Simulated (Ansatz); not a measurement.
A made-up structure of CHMgO (charge +1), closed shell:

| atom | x (Å) | y (Å) | z (Å) |
| --- | --- | --- | --- |
| O1 | 0.3898 | -0.3228 | 1.1991 |
| C2 | 0.7261 | -0.5909 | 2.2227 |
| Mg3 | -0.3126 | 0.2464 | -0.9485 |
| H4 | -0.8033 | 0.6673 | -2.4733 |

It is relaxed with PBE-D4/def2-SVP and then PBE0-D4/def2-TZVP (Ansatz 0.2.0). Atoms count as bonded within 1.22 times the sum of their covalent radii (H–H: 0.88 Å). The end point is not checked to be a true minimum.

Does its bonding change? (A judgement: the text doesn't fix the answer.)

By the calculation: No: no bond forms or breaks.

Where it ends: The first stage lowers the energy by 0.16 eV in 4 steps. It ends as CHMgO ([C][O][MgH]), total charge +1:
O1  (0.356, -0.294, 1.093)
C2  (0.699, -0.572, 2.144)
Mg3  (-0.280, 0.227, -0.856)
H4  (-0.775, 0.639, -2.381)
(Å)

Labels in which every atom is bracketed show which atoms are joined, not bond orders.

For scale, one of the runs: PBE0-D4/def2-TZVP relaxation, 100 basis functions, launched by `ansatz run in.yaml --threads 2 --pin off --events-out ev --progress --plain --max-ram 4352MiB`. The run took about 6 s on 2 CPU threads of an Arm Neoverse V1 (shared host).
